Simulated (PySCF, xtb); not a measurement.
CHO, SMILES [CH]=O (connectivity only; charge and spin as stated), charge +1, multiplicity 1.

Harmonic wavenumbers (cm⁻¹) from GFN2-xTB (xtb 6.7.1) at its own minimum, in rising order: 857, 857, 2285, 2972.

What does PySCF 2.14.0 with B3LYP-D3(BJ)/def2-TZVPD give at its own minimum? (Estimate from the structure and the level; the computed values follow.)

869, 869, 2266, 3208. Paired by order, the mean absolute difference is 70 cm⁻¹ and the zero-point energies are 10.0 and 10.3 kcal/mol.
